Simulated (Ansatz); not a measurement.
Relaxation of CH5AlO (8 atoms, charge 0, multiplicity 1), to a largest force component of 0.03 eV/Å in at most 50 steps.

These are results of Ansatz 0.2.0, RKS PBE0/def2-mTZVP, not measurements.

```xyz
8
Properties=species:S:1:pos:R:3:forces:R:3
Al -0.927 0.836 0.196 -0.25 0.05 -0.06
H 1.537 0.322 1.334 0.21 -0.11 -0.22
C 2.134 0.025 0.459 0.02 0.03 0.19
H 1.635 -0.771 -0.094 -0.03 -0.01 0.07
H 2.271 0.886 -0.196 0.03 0.02 0.04
H 3.108 -0.325 0.807 0.00 0.00 -0.03
O -1.062 -0.680 -0.589 0.00 0.00 0.00
H -1.764 -1.140 -1.054 0.02 0.01 0.01
```

Q: Where does it end, and by what steps?

A: It converged. The force dipped under the threshold on the way, but the program's further checks kept it going. After 26 steps the energy has fallen by 0.086 eV; Al1 moved furthest, 1.44 Å.

| step | energy less start (eV) | largest force component (eV/Å) | accepted |
| --- | --- | --- | --- |
| 0 | 0.0000 | 0.249 | yes |
| 1 | -0.0434 | 0.173 | yes |
| 2 | -0.0595 | 0.256 | yes |
| 3 | -0.0696 | 0.189 | yes |
| 4 | -0.0719 | 0.203 | yes |
| 5 | -0.0778 | 0.060 | yes |
| 6 | -0.0788 | 0.041 | yes |
| 7 | -0.0780 | 0.234 | no |
| 8 | -0.0798 | 0.035 | yes |
| 9 | -0.0795 | 0.192 | no |
| 10 | -0.0807 | 0.041 | yes |
| 11 | -0.0814 | 0.053 | yes |
| 12 | -0.0817 | 0.117 | yes |
| 13 | -0.0827 | 0.058 | yes |
| 14 | -0.0834 | 0.031 | yes |
| 15 | -0.0838 | 0.098 | yes |
| 16 | -0.0843 | 0.049 | yes |
| 17 | -0.0847 | 0.030 | yes |
| 18 | -0.0849 | 0.064 | yes |
| 19 | -0.0852 | 0.036 | yes |
| 20 | -0.0855 | 0.028 | yes |
| 21 | -0.0855 | 0.109 | no |
| 22 | -0.0857 | 0.050 | yes |
| 23 | -0.0858 | 0.070 | yes |
| 24 | -0.0860 | 0.014 | yes |
| 25 | -0.0861 | 0.040 | yes |
| 26 | -0.0861 | 0.029 | yes |

```xyz
8
Properties=species:S:1:pos:R:3
Al -2.309 0.815 -0.200
H 2.352 0.322 1.588
C 2.371 0.036 0.537
H 1.356 -0.166 0.194
H 2.801 0.846 -0.051
H 2.982 -0.859 0.418
O -1.286 -0.492 -0.595
H -1.336 -1.348 -1.026
```

Whether the end is a true minimum wasn't checked by a vibrational analysis.

The run took 37 s on 1 thread of Intel(R) Xeon(R) 6975P-C (Granite Rapids), on a shared host, peak memory 0.16 GiB.
